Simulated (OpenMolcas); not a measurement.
# triplet BNH3Cl: levels of theory compared

We compute a comparison of 6 runs (UHF/3-21G, UB3LYP/6-31G*, U-r2SCAN/aug-cc-pVDZ, UB3LYP/aug-cc-pVDZ, UPBE/aug-cc-pVDZ, UTPSS/aug-cc-pVDZ) of triplet BNH3Cl. 

Program for the calculation: OpenMolcas 26.06.

1 further run of the same task is left out (it didn't finish).

## 1. The system as given

The species is BNH3Cl (6 atoms), meant as a triplet with charge 0. SMILES of the parent species: `NBCl`. The coordinates come from a PBE0-D4/def2-TZVP relaxation. That shape belongs to the parent species and isn't relaxed for this state.

Bond lengths: N1–B2 1.383 Å, B2–Cl3 1.768 Å, N1–H4 1.005 Å, N1–H5 1.006 Å, B2–H6 1.191 Å. Angles: N1–B2–Cl3 119.7°, N1–B2–H6 121.5°, Cl3–B2–H6 118.8°, B2–N1–H4 122.2°, B2–N1–H5 123.2°, H4–N1–H5 114.7°.

## 2. The energy at UHF/3-21G (run 1)

Contents of job.inp:

```
&GATEWAY
BASLIB=$CurrDir
COORD
6
angstrom
N       -0.395600      -0.007800      -0.658000
B        0.369600      -0.158900       0.483700
Cl       0.529900       1.189300       1.616000
H       -0.511800      -0.749300      -1.326600
H       -0.878600       0.844500      -0.888200
H        0.928800      -1.181900       0.727100
BASIS=3-21G
GROUP=NoSym
&SEWARD
&SCF
UHF
SPIN=3
THRESHOLDS=1e-10 1e-07 1e-07 1e-05
PRORBITALS=1 1
```

The basis set 3-21G is read from a file made from the Basis Set Exchange's data (not shown).

Launch:

```sh
export MOLCAS_MEM=1860
pymolcas job.inp > job.log
```

Standard output:

```text
--- Start Module: gateway ---
[...]
--- Stop Module: gateway /rc=_RC_ALL_IS_WELL_ ---
--- Start Module: seward ---
[...]
      Basis functions           37
--- Stop Module: seward /rc=_RC_ALL_IS_WELL_ ---
--- Start Module: scf ---
[...]
       Convergence after  18 Iterations
[...]
::    Total SCF energy                               -537.5961360214
[...]
      Total spin, S                                     1.0069643501
[...]
      Total electronic charge=   32.000000
      Total            charge=   -0.000000
[...]
      Dipole Moment (debye):
      Origin of the operator (angstrom)=    0.2634    0.6132    0.8114
                   X= -3.7685E+00               Y= -9.1150E-01               Z= -6.6947E+00           Total=  7.7364E+00
      Quadrupole Moment (debye*angstrom):
[...]
--- Stop Module: scf /rc=_RC_ALL_IS_WELL_ ---
[...]
```

It took 2 s on 1 thread of Arm Neoverse V1, shared host; peak memory 0.37 GiB.

## 3. The energy at UB3LYP/6-31G(d) (spherical functions) (run 2)

Contents of job.inp:

```
* BClH3N Kohn-Sham DFT
>>> EXPORT MOLCAS_PRINT=2

&GATEWAY
  BasLib
  $CurrDir
  Coord
  6
  angstrom
  N       -0.395600      -0.007800      -0.658000
  B        0.369600      -0.158900       0.483700
  Cl       0.529900       1.189300       1.616000
  H       -0.511800      -0.749300      -1.326600
  H       -0.878600       0.844500      -0.888200
  H        0.928800      -1.181900       0.727100
  Basis
  6-31Gs
  Group
  NoSym

&SEWARD
  GridInput
  Grid=UltraFine
  End of Grid

&SCF
  UHF
  Spin
  3
  KSDFT
  B3LYP
  Thresholds
  1e-10 1e-07 1e-07 1e-05
  PrOrbitals
  1
```

The basis set 6-31G* is read from a file made from the Basis Set Exchange's data (not shown).

Launch:

```sh
export MOLCAS_MEM=1860
pymolcas job.inp > job.log
```

Standard output:

```text
--- Start Module: gateway ---
[...]
--- Stop Module: gateway /rc=_RC_ALL_IS_WELL_ ---
--- Start Module: seward ---
[...]
      Basis functions           52
--- Stop Module: seward /rc=_RC_ALL_IS_WELL_ ---
--- Start Module: scf ---
[...]
       Convergence after  26 Iterations
[...]
::    Total KS-DFT energy                            -541.4515465158
[...]
      Total spin, S                                     1.0021058671
[...]
      Total electronic charge=   32.000000
      Total            charge=   -0.000000
[...]
      Dipole Moment (debye):
      Origin of the operator (angstrom)=    0.2634    0.6132    0.8114
                   X= -2.6917E+00               Y=  4.2790E-01               Z= -4.0835E+00           Total=  4.9095E+00
      Quadrupole Moment (debye*angstrom):
[...]
--- Stop Module: scf /rc=_RC_ALL_IS_WELL_ ---
[...]
```

Run time: 28 s. Hardware: 1 thread of Arm Neoverse V1, shared host; peak memory 0.38 GiB.

Runs 3 to 5 aren't shown in full; the table further down has their settings and results.

## 4. The energy at UTPSS/aug-cc-pVDZ (run 6)

Contents of calc.input:

```
>>> EXPORT MOLCAS_PRINT=2

&GATEWAY
  BasLib = $CurrDir
  Coord
  6
  bohr
  N     -0.74757565    -0.01473986    -1.24343979
  B      0.69844278    -0.30027748     0.91406053
  Cl     1.00136587     2.24745128     3.05379742
  H     -0.96716183    -1.41597179    -2.50691068
  H     -1.66031337     1.59587371    -1.67845474
  H      1.75517762    -2.23346731     1.37401987
  Basis = aug-cc-pVDZ
  Group = NoSym

&SEWARD
  GridInput
  Grid=UltraFine
  End of Grid

&SCF
  UHF
  Spin = 3
  KSDFT = 2
  1.0 MGGA_X_TPSS
  1.0 MGGA_C_TPSS
  Thresholds = 1e-10 1e-07 1e-07 1e-05
  PrOrbitals = 1 2
```

The basis set aug-cc-pVDZ is read from a file made from the Basis Set Exchange's data (not shown).

Launch:

```sh
export MOLCAS_MEM=1860
pymolcas calc.input > calc.log
```

Standard output:

```text
--- Start Module: gateway ---
[...]
--- Stop Module: gateway /rc=_RC_ALL_IS_WELL_ ---
--- Start Module: seward ---
[...]
      Basis functions          100
--- Stop Module: seward /rc=_RC_ALL_IS_WELL_ ---
[...]
--- Start Module: scf ---
[...]
       Convergence after  30 Iterations
[...]
::    Total KS-DFT energy                            -541.5259039091
[...]
      Total spin, S                                     1.0023796271
[...]
      Total electronic charge=   32.000000
      Total            charge=   -0.000000
[...]
      Dipole Moment (debye):
      Origin of the operator (angstrom)=    0.2634    0.6132    0.8114
                   X= -2.4759E+00               Y=  6.9971E-01               Z= -3.5592E+00           Total=  4.3918E+00
      Quadrupole Moment (debye*angstrom):
[...]
--- Stop Module: scf /rc=_RC_ALL_IS_WELL_ ---
[...]
```

It took 2.7 min on 1 thread of Arm Neoverse V1, shared host; peak memory 0.56 GiB.

## 5. Overview of the runs

```csv
run,level,integration grid,energy (Eh),dipole moment (D),HOMO energy (eV),⟨S²⟩,wall time
1,UHF/3-21G,–,-537.596136,7.74,-5.03,2.021,2 s
2,UB3LYP/6-31G* (spherical functions),UltraFine,-541.451547,4.91,-1.60,2.006,28 s
3,U-r2SCAN/aug-cc-pVDZ,UltraFine,-541.409444,4.76,-1.68,2.011,2.7 min
4,UB3LYP/aug-cc-pVDZ,UltraFine,-541.503373,4.56,-2.15,2.007,2 min
5,UPBE/aug-cc-pVDZ,UltraFine,-541.189693,3.79,-1.46,2.004,2.5 min
6,UTPSS/aug-cc-pVDZ,UltraFine,-541.525904,4.39,-1.46,2.007,2.7 min
```

## 6. Outcome

```
                                 quantity          value
                      run 6: total energy  -541.52590 Eh
                     run 6: dipole moment         4.39 D
run 6: HOMO energy (highest over α and β)       -1.46 eV
                              run 6: ⟨S²⟩          2.007
```

In words: The dipole moment (its size) runs from 3.79 D (UPBE/aug-cc-pVDZ) to 7.74 D (UHF/3-21G). The two ends differ in method and basis. Totals of different functionals can't be ranked against each other. All runs together took 10 min, the longest 2.7 min.
